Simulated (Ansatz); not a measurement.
Several settings on one geometry of P4⁻ (the lowest doublet isomer of a short search) (that of the charge -1 doublet, B3LYP-D4/def2-TZVPD). Ansatz on 4 threads of Arm Neoverse V1 on a shared host; times are rough.

```xyz
4

P    -0.617    0.370   -1.045
P    -0.410   -1.055    0.573
P    -0.370    1.118    1.032
P     1.396   -0.433   -0.560
```

Totals from different functionals, basis sets or treatments of relativity can't be compared as stabilities.

Correlated methods freeze 20 core orbitals.

Task: Give the basis size and estimate the energy, ⟨S²⟩ and time of these runs.

| run | method | charge | state | further keys |
| --- | --- | --- | --- | --- |
| 1 | UKS CAM-B3LYP/def2-TZVP | -1 | doublet | pseudopotentials: {relativity: none}; scf: {omitted_lower_state_checks: [starts]} |
| 2 | UKS rPW86-PBE-rVV10/def2-mTZVP | -1 | doublet | accuracy: high; scf: {omitted_lower_state_checks: [starts]}; forces asked |
| 3 | UKS B2GP-PLYP/cc-pVTZ | -1 | doublet | nuclear_model: gaussian; forces asked |

Result: 
```tsv
run	functions	energy (Eh)	⟨S²⟩	wall time
1	148	-1365.5220	0.76	3.2 s
2	88	-1366.5562	0.75	16 s
3	136	-1364.8637	0.77	11 s
```

The highest occupied level of an anion often lies above zero with these methods, and sets without diffuse functions describe the outer electron poorly.
